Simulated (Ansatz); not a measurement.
Compare A (`CCOC(C)(C)C`) with its isomer B (`CC(C)C(C)(C)O`).

Computed with Ansatz on PBE0-D4/def2-TZVP structures; ΔE is electronic, products minus reactants. CCSD(T)/CBS adds triple-zeta CCSD(T) − MP2 to the extrapolated MP2 energy (def2 sets, frozen cores). Functionals use def2-TZVPP. B3LYP here is the variant with VWN-RPA as its local correlation; programs differ in this. One conformer a species, not always the lowest.

A:

Z-matrix (Å, degrees):
```
C
C 1 1.509
H 1 1.092 2 110.5
H 1 1.092 2 110.5 3 119.7
H 1 1.092 2 110.5 3 -120.1
O 2 1.406 1 107.7 3 -60.0
H 2 1.099 1 109.9 3 179.0
H 2 1.098 1 109.9 3 61.1
C 6 1.427 2 117.9 1 179.2
C 9 1.524 6 111.2 2 61.3
C 9 1.519 6 103.7 2 179.4
C 9 1.525 6 111.1 2 -62.4
H 10 1.092 9 110.3 6 52.3
H 10 1.092 9 110.1 6 171.8
H 10 1.092 9 112.0 6 -68.8
H 11 1.092 9 110.8 6 179.9
H 11 1.092 9 110.1 6 -59.7
H 11 1.092 9 110.1 6 59.5
H 12 1.092 9 110.2 6 -52.3
H 12 1.092 9 110.1 6 -171.8
H 12 1.092 9 112.0 6 68.7
```

B:

```xyz
21

C    -1.198    1.195   -0.713
C    -0.865   -0.056    0.089
C    -1.395   -1.295   -0.619
C     0.630   -0.184    0.458
C     1.120    1.052    1.201
C     1.515   -0.457   -0.744
O     0.798   -1.323    1.303
H    -2.269    1.228   -0.929
H    -0.942    2.114   -0.182
H    -0.675    1.201   -1.673
H    -1.388    0.026    1.054
H    -2.486   -1.270   -0.665
H    -1.029   -1.349   -1.648
H    -1.093   -2.207   -0.103
H     0.459    1.291    2.041
H     1.168    1.929    0.553
H     2.120    0.863    1.594
H     1.437    0.342   -1.483
H     2.556   -0.527   -0.423
H     1.246   -1.402   -1.218
H     0.293   -1.171    2.107
```

Problem. Which isomer does CCSD(T)/CBS put lower? Give the gap. (An estimate is asked.)

Solution. The calculation gave: B, by 8.9 kcal/mol.

Problem. Give E(B) − E(A) in kcal/mol with B3LYP-D4, MP2/def2-TZVPP, B2PLYP, ωB97M-V, PBE0-D4, HF/def2-TZVPP, BLYP-D4. (Estimate.)

Solution. The calculation gave: B3LYP-D4 -6.4, MP2/def2-TZVPP -9.8, B2PLYP -6.5, ωB97M-V -8.2, PBE0-D4 -8.0, HF/def2-TZVPP -4.0, BLYP-D4 -6.1. None reverses the order clearly.

Largest T1 diagnostic: 0.010.

From BLYP to BHLYP (50 % exact exchange), in def2-TZVPP and without D4, E(B) − E(A) moves by −1.4 kcal/mol. Leaving LDA and LC-ωPBE aside and taking each functional with its dispersion term where it has one, the values, not all of them listed here, spread over 2.5 kcal/mol, from PBE-QIDH to BLYP-D4. LDA lies −2.1 kcal/mol from PBE without D4.
